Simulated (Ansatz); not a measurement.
Two isomers of C3H6O3: A = `COC=C(O)O`, B = `COC(O)C=O`.

Isolated molecules relaxed with PBE0-D4/def2-TZVP in Ansatz; ΔE leaves out vibrations. CCSD(T)/CBS is the MP2 limit (def2-TZVPP, def2-QZVPP) plus CCSD(T) − MP2 in def2-TZVPP, frozen cores. Functionals use def2-TZVPP. B3LYP here is the variant with VWN-RPA as its local correlation; programs differ in this. Each species was taken in one conformer, which may not be the lowest.

A:

```xyz
12

C     1.5868   -1.1765    0.0370
O     1.0223    0.0475   -0.3863
C    -0.3262   -0.0439   -0.6614
C    -1.1421    0.7642    0.0148
O    -0.7067    1.6344    0.9476
O    -2.4690    0.8065   -0.1656
H     2.6470   -0.9983    0.2196
H     1.1086   -1.5382    0.9543
H     1.4822   -1.9434   -0.7392
H    -0.6624   -0.7177   -1.4389
H     0.2589    1.5663    0.9473
H    -2.7993    1.5990    0.2708
```

B:

```xyz
12

C     1.421   -0.740   -0.885
O     0.851    0.016    0.162
C    -0.543   -0.029    0.177
O    -1.143    0.566   -0.911
C    -0.922    0.688    1.465
O    -1.610    1.669    1.455
H     2.502   -0.660   -0.783
H     1.116   -0.355   -1.861
H     1.129   -1.795   -0.807
H    -0.879   -1.079    0.219
H    -1.424    1.449   -0.628
H    -0.498    0.270    2.397
```

(1) Which isomer does CCSD(T)/CBS put lower? Give the gap. (Best estimate.)

(2) Give E(B) − E(A) in kcal/mol with ωB97M-V, HF/def2-TZVPP, CCSD/def2-TZVPP, PBE-D4, B3LYP-D4, B2PLYP, CCSD(T)/def2-TZVPP. (Best estimate.)

Largest T1 diagnostic: 0.014.

## Answers

(1) Computed: B, by 7.8 kcal/mol.

(2) Computed: ωB97M-V -7.1, HF/def2-TZVPP -10.2, CCSD/def2-TZVPP -8.9, PBE-D4 -5.0, B3LYP-D4 -6.4, B2PLYP -7.7, CCSD(T)/def2-TZVPP -8.8. None reverses the order clearly.

In def2-TZVPP, CCSD(T) changes the Hartree–Fock value by +1.4 kcal/mol (the triples alone add +0.1 kcal/mol) and MP2 by +2.0 kcal/mol.
